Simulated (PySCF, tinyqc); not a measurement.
Worked calculation: RKS/exchange-only LDA in the sto-3g basis, for OH-, spin multiplicity 1. The basis has no diffuse functions, so it cannot describe the extra electron: this is an exercise in the method, not the real anion. The lowest restricted solution is unstable here: a spin-polarised one lies 0.0047 hartree lower (PySCF). Computed by tinyqc, a small Python program that keeps every step (integrals from PySCF). Settings: charge = -1, multiplicity = 1, basis = sto-3g, energy threshold = 1e-08, iteration cap = 79, orthogonalisation = canonical, start = Wolfsberg-Helmholz matrix, DIIS depth = 3, method = RKS, functional = Slater exchange alone, grid = [20, 86]. Command: `OMP_NUM_THREADS=1 python tinyqc.py 28304 28305 out.jsonl` (the two numbers bound the seeds that draw the settings). One thread of a shared host (Intel(R) Xeon(R) Processor @ 2.60GHz), about 0.4 s of CPU time with the checks. Later iterations appear only in the table of the cycle.

## One-electron integrals

Geometry (angstrom):
```
atom       x       y       z
O     0.0000  0.0000  0.0000
H     0.0000  0.0000  1.6600
```

Basis sto-3g: exponents (1/bohr^2) and contraction coefficients of normalised primitives:
```
element  l (shell)  exponent  coefficient
O            s (1)  130.7093       0.1543
O            s (1)   23.8089       0.5353
O            s (1)    6.4436       0.4446
O            s (2)    5.0332      -0.1000
O            s (2)    1.1696       0.3995
O            s (2)    0.3804       0.7001
O            p (3)    5.0332       0.1559
O            p (3)    1.1696       0.6077
O            p (3)    0.3804       0.3920
H            s (1)    3.4253       0.1543
H            s (1)    0.6239       0.5353
H            s (1)    0.1689       0.4446
```

Overlap, kinetic and nuclear-attraction integrals over the contracted functions; the nuclear repulsion is the sum of Za Zb / Rab.

nuclear repulsion = 2.550252 hartree

overlap S, lower triangle:
```
         1O 1s   1O 2s  1O 2px  1O 2py  1O 2pz   2H 1s
1O 1s   1.0000
1O 2s   0.2367  1.0000
1O 2px  0.0000  0.0000  1.0000
1O 2py  0.0000  0.0000  0.0000  1.0000
1O 2pz  0.0000  0.0000  0.0000  0.0000  1.0000
2H 1s   0.0108  0.1482  0.0000  0.0000  0.1526  1.0000
```

kinetic energy T (hartree), lower triangle:
```
          1O 1s    1O 2s  1O 2px  1O 2py  1O 2pz   2H 1s
1O 1s   29.0032
1O 2s   -0.1680   0.8081
1O 2px   0.0000   0.0000  2.5287
1O 2py   0.0000   0.0000  0.0000  2.5287
1O 2pz   0.0000   0.0000  0.0000  0.0000  2.5287
2H 1s   -0.0030  -0.0154  0.0000  0.0000  0.0121  0.7600
```

nuclear attraction V (hartree), lower triangle:
```
           1O 1s    1O 2s   1O 2px   1O 2py   1O 2pz    2H 1s
1O 1s   -60.9372
1O 2s    -7.2585  -9.3707
1O 2px    0.0000   0.0000  -9.2886
1O 2py    0.0000   0.0000   0.0000  -9.2886
1O 2pz   -0.0052  -0.0651   0.0000   0.0000  -9.3174
2H 1s    -0.3400  -0.9300   0.0000   0.0000  -0.8116  -3.7718
```

core Hamiltonian H = T + V (hartree), lower triangle:
```
           1O 1s    1O 2s   1O 2px   1O 2py   1O 2pz    2H 1s
1O 1s   -31.9340
1O 2s    -7.4265  -8.5626
1O 2px    0.0000   0.0000  -6.7599
1O 2py    0.0000   0.0000   0.0000  -6.7599
1O 2pz   -0.0052  -0.0651   0.0000   0.0000  -6.7887
2H 1s    -0.3429  -0.9453   0.0000   0.0000  -0.7995  -3.0118
```

## Two-electron integrals

Functions are numbered as in S; the eight-fold symmetry (ij|kl) = (ji|kl) = (kl|ij) leaves the list below.

Two-electron integrals (ij|kl) in chemists' order, unique and non-zero (hartree):
```
(11|11) 4.7851     (21|11) 0.7414     (21|21) 0.1369     (22|11) 1.1189
(22|21) 0.2566     (22|22) 0.8172     (31|31) 0.0245     (32|31) 0.0378
(32|32) 0.1805     (33|11) 1.1158     (33|21) 0.2567     (33|22) 0.8170
(33|33) 0.8802     (41|41) 0.0245     (42|41) 0.0378     (42|42) 0.1805
(43|43) 0.0474     (44|11) 1.1158     (44|21) 0.2567     (44|22) 0.8170
(44|33) 0.7853     (44|44) 0.8802     (51|51) 0.0245     (52|51) 0.0378
(52|52) 0.1805     (53|53) 0.0474     (54|54) 0.0474     (55|11) 1.1158
(55|21) 0.2567     (55|22) 0.8170     (55|33) 0.7853     (55|44) 0.7853
(55|55) 0.8802     (61|11) 0.0343     (61|21) 0.0063     (61|22) 0.0117
(61|33) 0.0117     (61|44) 0.0117     (61|51) 2.64e-04   (61|52) 0.0005
(61|55) 0.0118     (61|61) 2.92e-04   (62|11) 0.1058     (62|21) 0.0247
(62|22) 0.0902     (62|33) 0.0886     (62|44) 0.0886     (62|51) 0.0018
(62|52) 0.0154     (62|55) 0.0932     (62|61) 0.0012     (62|62) 0.0139
(63|31) 0.0023     (63|32) 0.0144     (63|53) 0.0030     (63|63) 0.0018
(64|41) 0.0023     (64|42) 0.0144     (64|54) 0.0030     (64|64) 0.0018
(65|11) 0.0881     (65|21) 0.0208     (65|22) 0.0813     (65|33) 0.0780
(65|44) 0.0780     (65|51) 0.0035     (65|52) 0.0264     (65|55) 0.0877
(65|61) 0.0010     (65|62) 0.0153     (65|65) 0.0183     (66|11) 0.3181
(66|21) 0.0753     (66|22) 0.3166     (66|33) 0.3082     (66|44) 0.3082
(66|51) 0.0051     (66|52) 0.0623     (66|55) 0.3335     (66|61) 0.0035
(66|62) 0.0698     (66|65) 0.0888     (66|66) 0.7746
```

## Orthogonalisation

S = U s U^T; canonical form X = U s^(-1/2), so that X^T S X = 1. Each column of U has its largest component positive (the first on a tie).

eigenvalues of S: 0.7118  0.8714  1.0000  1.0000  1.1179  1.2989

X:
```
              1        2        3       4        5       6
1O 1s   -0.6341   0.5021   0.0000  0.0000  -0.4273  0.4725
1O 2s    0.7966  -0.2458   0.0000  0.0000  -0.2354  0.5778
1O 2px   0.0000   0.0000  -0.0812  0.9967   0.0000  0.0000
1O 2py   0.0000   0.0000   0.9967  0.0812   0.0000  0.0000
1O 2pz   0.2840   0.6989   0.0000  0.0000   0.6413  0.2098
2H 1s   -0.5362  -0.5887   0.0000  0.0000   0.4952  0.4108
```

Within a degenerate level the vectors are fixed only up to a rotation; this is one choice.

## Starting guess

The start is the generalised Wolfsberg-Helmholz matrix (K = 1.75) built on H; D = 2 C_occ C_occ^T.

D at the start, lower triangle:
```
          1O 1s    1O 2s  1O 2px  1O 2py  1O 2pz   2H 1s
1O 1s    2.1128
1O 2s   -0.4775   2.0254
1O 2px   0.0000   0.0000  2.0000
1O 2py   0.0000   0.0000  0.0000  2.0000
1O 2pz   0.0184  -0.0684  0.0000  0.0000  1.9519
2H 1s   -0.0688   0.2201  0.0000  0.0000  0.1271  0.0333
```

## Iteration 1: exchange-correlation on the grid

Becke grid with 20 radial and 86 angular points per atom, points of zero weight dropped. rho = sum D_ij phi_i phi_j; V_xc,ij = sum w v_xc phi_i phi_j; v_xc is d(rho eps)/d rho.

The 8 grid points with the largest w rho, of 3430 (bohr, atomic units):
```
x              y        z       w     rho   eps_xc     v_xc
0.6034   -0.6034  -0.6034  0.0501  0.4984  -0.5856  -0.7807
0.6034    0.6034  -0.6034  0.0501  0.4984  -0.5856  -0.7807
-0.6034   0.6034  -0.6034  0.0501  0.4984  -0.5856  -0.7807
-0.6034  -0.6034  -0.6034  0.0501  0.4984  -0.5856  -0.7807
-0.1976   0.7257  -0.7257  0.0498  0.4986  -0.5857  -0.7809
0.1976    0.7257  -0.7257  0.0498  0.4986  -0.5857  -0.7809
0.7257    0.1976  -0.7257  0.0498  0.4986  -0.5857  -0.7809
-0.7257  -0.1976  -0.7257  0.0498  0.4986  -0.5857  -0.7809
```

electrons on the grid, sum of w rho = 10.0002

E_xc = sum of w rho eps_xc = -8.785108 hartree

V_xc (hartree), lower triangle:
```
          1O 1s    1O 2s   1O 2px   1O 2py   1O 2pz    2H 1s
1O 1s   -2.8289
1O 2s   -0.4065  -0.7652
1O 2px   0.0000   0.0000  -0.7606
1O 2py   0.0000   0.0000   0.0000  -0.7606
1O 2pz   0.0004   0.0019   0.0000   0.0000  -0.7604
2H 1s   -0.0189  -0.0700   0.0000   0.0000  -0.0569  -0.1599
```

## Iteration 1: building the Kohn-Sham matrix

J_ij = sum D_kl (ij|kl); F = H + J + V_xc; E = tr D H + tr D J / 2 + E_xc + E_nn.

Coulomb J (hartree), lower triangle:
```
          1O 1s    1O 2s  1O 2px  1O 2py  1O 2pz   2H 1s
1O 1s   18.3843
1O 2s    3.5010   8.7064
1O 2px   0.0000   0.0000  8.6983
1O 2py   0.0000   0.0000  0.0000  8.6983
1O 2pz  -0.0025  -0.0078  0.0000  0.0000  8.6991
2H 1s    0.1609   0.9291  0.0000  0.0000  0.8248  3.1954
```

Kohn-Sham matrix F (hartree), lower triangle:
```
           1O 1s    1O 2s  1O 2px  1O 2py   1O 2pz   2H 1s
1O 1s   -16.3786
1O 2s    -4.3321  -0.6214
1O 2px    0.0000   0.0000  1.1778
1O 2py    0.0000   0.0000  0.0000  1.1778
1O 2pz   -0.0072  -0.0710  0.0000  0.0000   1.1500
2H 1s    -0.2010  -0.0863  0.0000  0.0000  -0.0316  0.0238
```

total energy of this density = -72.104733 hartree

## Iteration 1: diagonalisation and new density

Diagonalise F' = X^T F X, C = X C', fill 5 alpha and 5 beta electrons from the bottom; D = 2 C_occ C_occ^T. Each column has its largest component positive (the first on a tie).

F' = X^T F X (hartree), lower triangle:
```
         1        2       3       4        5        6
1  -2.5870
2   3.1572  -2.3882
3   0.0000   0.0000  1.1778
4   0.0000   0.0000  0.0000  1.1778
5  -3.3396   3.9654  0.0000  0.0000  -3.3073
6   4.7195  -4.3692  0.0000  0.0000   5.0384  -6.3181
```

orbital energies (hartree): MO1 -16.3917, MO2 0.0222, MO3 0.5782, MO4 1.1778, MO5 1.1778, MO6 1.1908

coefficients C:
```
            MO1      MO2      MO3     MO4      MO5      MO6
1O 1s    0.9928  -0.0320  -0.2703  0.0000   0.0000   0.0164
1O 2s    0.0289   0.0756   1.0366  0.0000   0.0000  -0.0560
1O 2px   0.0000   0.0000   0.0000  0.9999  -0.0109   0.0000
1O 2py   0.0000   0.0000   0.0000  0.0109   0.9999   0.0000
1O 2pz   0.0009   0.0350   0.0757  0.0000   0.0000   1.0087
2H 1s   -0.0028   0.9805  -0.2368  0.0000   0.0000  -0.1748
```

D after iteration 1, lower triangle:
```
          1O 1s    1O 2s  1O 2px  1O 2py  1O 2pz   2H 1s
1O 1s    2.1196
1O 2s   -0.5080   2.1623
1O 2px   0.0000   0.0000  2.0000
1O 2py   0.0000   0.0000  0.0000  2.0000
1O 2pz  -0.0413   0.1623  0.0000  0.0000  0.0139
2H 1s    0.0596  -0.3430  0.0000  0.0000  0.0327  2.0351
```

Within a degenerate level the vectors are fixed only up to a rotation; this is one choice.

## Iteration 2: exchange-correlation on the grid

As before.

The 8 grid points with the largest w rho, of 3430 (bohr, atomic units):
```
x              y       z       w     rho   eps_xc     v_xc
0.3911    0.9691  0.0000  0.0495  0.4991  -0.5858  -0.7811
-0.3911   0.9691  0.0000  0.0495  0.4991  -0.5858  -0.7811
-0.9691   0.3911  0.0000  0.0495  0.4991  -0.5858  -0.7811
0.9691    0.3911  0.0000  0.0495  0.4991  -0.5858  -0.7811
0.9691   -0.3911  0.0000  0.0495  0.4991  -0.5858  -0.7811
-0.9691  -0.3911  0.0000  0.0495  0.4991  -0.5858  -0.7811
-0.3911  -0.9691  0.0000  0.0495  0.4991  -0.5858  -0.7811
0.3911   -0.9691  0.0000  0.0495  0.4991  -0.5858  -0.7811
```

electrons on the grid, sum of w rho = 10.0003

E_xc = sum of w rho eps_xc = -8.141349 hartree

V_xc (hartree), lower triangle:
```
          1O 1s    1O 2s   1O 2px   1O 2py   1O 2pz    2H 1s
1O 1s   -2.8119
1O 2s   -0.3932  -0.6979
1O 2px   0.0000   0.0000  -0.7233
1O 2py   0.0000   0.0000   0.0000  -0.7233
1O 2pz  -0.0019  -0.0173   0.0000   0.0000  -0.6327
2H 1s   -0.0183  -0.0715   0.0000   0.0000  -0.0650  -0.4524
```

## Iteration 2: building the Kohn-Sham matrix

As before.

Coulomb J (hartree), lower triangle:
```
          1O 1s   1O 2s  1O 2px  1O 2py  1O 2pz   2H 1s
1O 1s   16.8720
1O 2s    3.1560  7.7467
1O 2px   0.0000  0.0000  7.7855
1O 2py   0.0000  0.0000  0.0000  7.7855
1O 2pz   0.0196  0.1734  0.0000  0.0000  7.6461
2H 1s    0.1454  0.8884  0.0000  0.0000  0.8345  4.0743
```

Kohn-Sham matrix F (hartree), lower triangle:
```
           1O 1s    1O 2s  1O 2px  1O 2py   1O 2pz   2H 1s
1O 1s   -17.8739
1O 2s    -4.6638  -1.5137
1O 2px    0.0000   0.0000  0.3023
1O 2py    0.0000   0.0000  0.0000  0.3023
1O 2pz    0.0125   0.0910  0.0000  0.0000   0.2248
2H 1s    -0.2159  -0.1284  0.0000  0.0000  -0.0301  0.6101
```

total energy of this density = -72.794137 hartree

## Iteration 2: DIIS over 2 matrices

error matrix X^T (FDS - SDF) X:
```
        1        2       3       4        5        6
1  0.0000  -0.2210  0.0000  0.0000  -0.2613  -0.0331
2  0.2210   0.0000  0.0000  0.0000  -0.2115   0.0396
3  0.0000   0.0000  0.0000  0.0000   0.0000   0.0000
4  0.0000   0.0000  0.0000  0.0000   0.0000   0.0000
5  0.2613   0.2115  0.0000  0.0000   0.0000   0.0785
6  0.0331  -0.0396  0.0000  0.0000  -0.0785   0.0000
```

B (overlaps of the stored error matrices):
```
                1               2
1   7.2402193e-01  -2.8085636e-01
2  -2.8085636e-01   3.4133270e-01
```

Minimise |sum c_i e_i|^2 with sum c_i = 1: solve [B -1; -1 0][c; lambda] = [0; -1] with B_ij = tr e_i^T e_j, and take F = sum c_i F_i.

DIIS coefficients: 0.3824  0.6176

extrapolated F (hartree), lower triangle:
```
           1O 1s    1O 2s  1O 2px  1O 2py   1O 2pz   2H 1s
1O 1s   -17.3021
1O 2s    -4.5369  -1.1725
1O 2px    0.0000   0.0000  0.6371
1O 2py    0.0000   0.0000  0.0000  0.6371
1O 2pz    0.0050   0.0290  0.0000  0.0000   0.5786
2H 1s    -0.2102  -0.1123  0.0000  0.0000  -0.0306  0.3859
```

## Iteration 2: diagonalisation and new density

As before.

F' = X^T F X (hartree), lower triangle:
```
         1        2       3       4        5        6
1  -2.9865
2   3.4985  -2.7861
3   0.0000   0.0000  0.6371
4   0.0000   0.0000  0.0000  0.6371
5  -3.6226   3.7356  0.0000  0.0000  -3.7202
6   4.6641  -4.6641  0.0000  0.0000   5.3996  -6.7733
```

orbital energies (hartree): MO1 -17.3141, MO2 0.0078, MO3 0.3785, MO4 0.6371, MO5 0.6371, MO6 0.6619

coefficients C:
```
            MO1      MO2      MO3     MO4      MO5      MO6
1O 1s    0.9932  -0.2627   0.0547  0.0000   0.0000  -0.0402
1O 2s    0.0274   0.9948  -0.2480  0.0000   0.0000   0.1802
1O 2px   0.0000   0.0000   0.0000  0.9987  -0.0502   0.0000
1O 2py   0.0000   0.0000   0.0000  0.0502   0.9987   0.0000
1O 2pz   0.0000  -0.0400   0.4114  0.0000   0.0000   0.9239
2H 1s   -0.0025   0.1491   0.8528  0.0000   0.0000  -0.5465
```

D after iteration 2, lower triangle:
```
          1O 1s    1O 2s  1O 2px  1O 2py  1O 2pz   2H 1s
1O 1s    2.1169
1O 2s   -0.4953   2.1037
1O 2px   0.0000   0.0000  2.0000
1O 2py   0.0000   0.0000  0.0000  2.0000
1O 2pz   0.0661  -0.2836  0.0000  0.0000  0.3417
2H 1s    0.0099  -0.1265  0.0000  0.0000  0.6898  1.4990
```

Within a degenerate level the vectors are fixed only up to a rotation; this is one choice.

## Iteration 10 (converged): orbitals

converged F (hartree), lower triangle:
```
           1O 1s    1O 2s  1O 2px  1O 2py   1O 2pz   2H 1s
1O 1s   -17.4502
1O 2s    -4.5695  -1.2528
1O 2px    0.0000   0.0000  0.5601
1O 2py    0.0000   0.0000  0.0000  0.5601
1O 2pz   -0.0051  -0.0102  0.0000  0.0000   0.4916
2H 1s    -0.2118  -0.1216  0.0000  0.0000  -0.0403  0.3618
```

As before.

F' = X^T F X (hartree), lower triangle:
```
         1        2       3       4        5        6
1  -3.0824
2   3.5106  -2.8584
3   0.0000   0.0000  0.5601
4   0.0000   0.0000  0.0000  0.5601
5  -3.6656   3.7429  0.0000  0.0000  -3.7859
6   4.6590  -4.7160  0.0000  0.0000   5.4154  -6.8771
```

orbital energies (hartree): MO1 -17.4621, MO2 -0.0676, MO3 0.3446, MO4 0.5601, MO5 0.5601, MO6 0.5814

coefficients C:
```
            MO1      MO2      MO3     MO4      MO5      MO6
1O 1s    0.9933  -0.2633   0.0568  0.0000   0.0000  -0.0300
1O 2s    0.0271   0.9991  -0.2548  0.0000   0.0000   0.1429
1O 2px   0.0000   0.0000   0.0000  0.1171   0.9931   0.0000
1O 2py   0.0000   0.0000   0.0000  0.9931  -0.1171   0.0000
1O 2pz   0.0007   0.0229   0.4897  0.0000   0.0000   0.8855
2H 1s   -0.0026   0.1316   0.7992  0.0000   0.0000  -0.6261
```

D after iteration 10, lower triangle:
```
          1O 1s    1O 2s  1O 2px  1O 2py  1O 2pz   2H 1s
1O 1s    2.1183
1O 2s   -0.5012   2.1277
1O 2px   0.0000   0.0000  2.0000
1O 2py   0.0000   0.0000  0.0000  2.0000
1O 2pz   0.0449  -0.2038  0.0000  0.0000  0.4806
2H 1s    0.0163  -0.1444  0.0000  0.0000  0.7888  1.3123
```

Within a degenerate level the vectors are fixed only up to a rotation; this is one choice.

## Convergence

Stop when the energy changes by less than 1e-08 hartree and every element of the error matrix X^T (F D S - S D F) X is below 3e-05.

Course of the cycle:
```
iteration  E (hartree)     change  largest element of the error matrix
1           -72.104733          -                             3.18e-01
2           -72.794137  -6.89e-01                             2.61e-01
3           -73.063269  -2.69e-01                             1.28e-01
4           -73.052870   1.04e-02                             1.54e-01
5           -72.919557   1.33e-01                             3.99e-01
6           -73.082351  -1.63e-01                             3.85e-02
7           -73.083873  -1.52e-03                             2.82e-03
8           -73.083882  -8.22e-06                             1.89e-04
9           -73.083882  -3.99e-08                             2.67e-05
10          -73.083882  -7.54e-10                             6.20e-08
```

PySCF RKS in the same basis, fine grid = -73.084250 hartree

Converged in 10 iterations. The coarse grid moves the energy by +3.68e-04 hartree.

## Populations, bond orders and dipole

Mulliken: Z minus the diagonal of D S on the atom; Loewdin: the same with S^(1/2) D S^(1/2); Mayer order: 2 sum_s sum (D(s) S)_ij (D(s) S)_ji over the two atoms.

Charges (e):
```
atom  Mulliken  Loewdin
1O     -0.5886  -0.5915
2H     -0.4114  -0.4085
```

Mayer bond orders:
```
pair   order
2-1   0.8307
```

dipole moment about the origin, x y z (debye): 0.0000  0.0000  -2.8473
